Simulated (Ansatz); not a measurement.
A made-up structure of CH$_{4}$NSi, doublet:

C1  (-1.318, -0.453, -1.082)
Si2  (-0.261, 0.428, -0.152)
N3  (1.020, -0.166, 0.776)
H4  (-0.204, -0.692, -1.023)
H5  (-0.306, 1.896, -0.013)
H6  (1.618, 0.438, 1.313)
H7  (1.257, -1.140, 0.845)
(Å)

It is relaxed with PBE-D4/def2-SVP and then PBE0-D4/def2-TZVP (Ansatz 0.2.0). Atoms count as bonded within 1.22 times the sum of their covalent radii (H–H: 0.88 Å). The end point is not checked to be a true minimum.

(1) Does its bonding change? (Judge from chemistry; the calculation decides.)

## Answers

(1) The calculation gives: Yes. Formed: none; broken: Si2–H4.

Where it ends: The first stage lowers the energy by 2.70 eV in 16 steps. It ends as CH₄NSi ([CH][SiH][NH2]):
C1  (-0.804, -0.510, -1.201)
Si2  (-0.037, 0.442, -0.077)
N3  (1.164, -0.033, 1.013)
H4  (-1.308, -1.106, -1.934)
H5  (-0.317, 1.877, 0.123)
H6  (1.579, 0.608, 1.667)
H7  (1.528, -0.967, 1.073)
(Å)

Labels in which every atom is bracketed show which atoms are joined, not bond orders.

For scale, one of the runs: PBE0-D4/def2-TZVP relaxation, 123 basis functions, launched by `ansatz run in.yaml --threads 2 --pin off --events-out ev --progress --plain --max-ram 4352MiB`. The run took about 32 s on 2 CPU threads of an Arm Neoverse V2 (shared host).
